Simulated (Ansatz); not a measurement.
A run of Ansatz (development build ahead of 0.2.0) on singlet SiO at this shape:

| atom | x (Å) | y (Å) | z (Å) |
| --- | --- | --- | --- |
| Si | -0.0259 | -0.0321 | -0.5822 |
| O | -0.0211 | -0.0386 | 0.9933 |

Its results:

```yaml
Converged: yes
Total_energy: -363.78449 hartree
Spin_squared_of_the_determinant: 0.000
```

Which input gives this output? Name the method, the orbitals and the basis set, and write the input.

RHF in cc-pVDZ. An unrestricted run that stays on the closed shell gives the same numbers.

```yaml
crystal:
  periodic: [false, false, false]
  atoms:
    - { symbol: Si, position_ang: [-0.02585, -0.0321, -0.58224] }
    - { symbol: O, position_ang: [-0.02106, -0.03855, 0.99328] }
basis:
  gaussian: { orbitals: cc-pVDZ }
hamiltonian:
  xc: hf
```
